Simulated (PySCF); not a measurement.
Gas-phase reaction: 2 SiH2F → 2 SiH + F2 + H2

Method: PySCF energies plus ideal-gas RRHO corrections (1 bar). † marks an energy on the PBE0/def2-TZVP geometry and frequencies. Open shells (unrestricted): SiH2F (multiplicity 2), SiH (multiplicity 2); the rest are closed-shell singlets. Spin-orbit splitting is ignored; it lowers the true energy and changes the entropy of SiH. B3LYP is the form with VWN-RPA correlation. SiH2F: computed as isolated molecules; such fragments, hydroxides, amides, oligomers or adducts are transient or little studied in the gas.

ωB97X-V/def2-TZVP† gives ΔH°(298 K) = 1114 kJ.

### Question
What do M06-2X/def2-TZVP†, HF/def2-TZVP†, B3LYP/def2-TZVP† give?

### Answer
M06-2X/def2-TZVP†: 1132 kJ; HF/def2-TZVP†: 1142 kJ; B3LYP/def2-TZVP†: 1084 kJ. For scale, ΔH°(298 K) is 1114 kJ at this level, 1094 kJ at ωB97M-V/def2-TZVP†, and runs from 1020 to 1158 kJ over the 20 levels computed.
